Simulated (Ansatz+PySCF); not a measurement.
A calculation with Ansatz (development build ahead of 0.2.0).

```yaml
crystal:
  periodic: [false, false, false]
  atoms:
    - { symbol: C, position_ang: [-0.98661, -0.64741, 0.0] }
    - { symbol: C, position_ang: [-0.00832, 0.50669, 0.0] }
    - { symbol: H, position_ang: [-0.46387, -1.60743, 0.0] }
    - { symbol: H, position_ang: [-1.62595, -0.56286, 0.88106] }
    - { symbol: H, position_ang: [-1.62595, -0.56286, -0.88106] }
    - { symbol: O, position_ang: [1.23669, 0.44591, 0.0] }
basis:
  gaussian: { orbitals: cc-pVTZ }
magnetization:
  initial_magnetization: 1
hamiltonian:
  xc: hf
correlation:
  method: ccsd_t
  frozen_orbitals: { C: 1, H: 0, O: 1 }
```

The input is written out in the form of the current development build from the run's settings. Correlation on restricted open-shell orbitals is semicanonical, with singles.

Output:

| Item | Value |
| --- | --- |
| Converged | yes |
| Reference energy | -152.33819 hartree |
| Correlation energy | -0.59269 hartree |
| Total energy | -152.93088 hartree |
| Spin squared of the determinant | 0.750 |
| Stability test | minimum among restricted orbitals |
| T1 diagnostic | 0.027 |
| Occupied orbitals by symmetry in an Abelian subgroup (alpha; beta) | 10 A' 2 A''; 9 A' 2 A'' |
